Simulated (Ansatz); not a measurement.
**Relaxing Ba2Ca**

Level of theory: DFT PBE, scalar-relativistic, plane waves, PAW (Ansatz 0.2.0). Cutoff 420 eV, Γ-centred k mesh, Gaussian smearing, no spin polarisation in the final step.

Ba2Ca was placed on the AlB2 structure type (P6/mmm, No. 191), with Ca in place of Al, Ba in place of B, at a guessed volume.

```
CELL_PARAMETERS angstrom
4.69996 0.00000 0.00000
-2.34998 4.07029 0.00000
0.00000 0.00000 5.07471
ATOMIC_POSITIONS crystal
Ba 0.33333 0.66667 0.50000
Ba 0.66667 0.33333 0.50000
Ca 0.00000 0.00000 0.00000
```

Steps on the 6×6×4 mesh (3 atoms). 12 of 14 steps are shown, and the free energy counts from the last. Trial steps that were taken back and renewals of the plane-wave basis can be among the rows.

```tsv
step	ΔF (meV/atom)	V (Å³/atom)	P (GPa)
1	1397.0	32.36	19.55
2	969.8	35.85	11.30
3	708.4	39.63	6.45
5	396.6	45.89	2.40
6	284.4	47.84	1.23
7	208.3	48.56	0.58
8	166.0	48.44	0.36
9	158.2	48.12	0.07
10	155.5	48.58	0.04
12	22.4	51.28	1.15
13	0.2	54.86	0.27
14	0.0	54.86	0.27
```

A final relaxation ran on a 12×12×12 mesh. The relaxed crystal, P6/mmm (No. 191):

Space group P6/mmm (No. 191). a = 6.851 Å, b = 6.851 Å, c = 4.049 Å, α = 90.00°, β = 90.00°, γ = 120.00°
| atom | site | symmetry | x | y | z |
| --- | --- | --- | --- | --- | --- |
| Ba | 2d | -6m2 | 0.3333 | 0.6667 | 0.5000 |
| Ca | 1a | 6/mmm | 0.0000 | 0.0000 | 0.0000 |

- Volume per atom: 54.87 Å³
- Density: 3.18 g/cm³
- Energy over the elements: 0.09 eV/atom
- Gap on the 12×12×12 mesh: 0 eV (a metal)

Energies over the elements count from the elements' standard structures at the same level, with no empirical corrections.

The final run used a 12×12×12 mesh on its 3-atom cell and 0.10 eV smearing. The k mesh leaves about 4 meV/atom of noise in metals.

Symmetry constrained the relaxation, so the result can be a saddle point.

Cost: 3 runs of about 2.6 core-minutes in all, on Arm Neoverse V1 (shared hosts).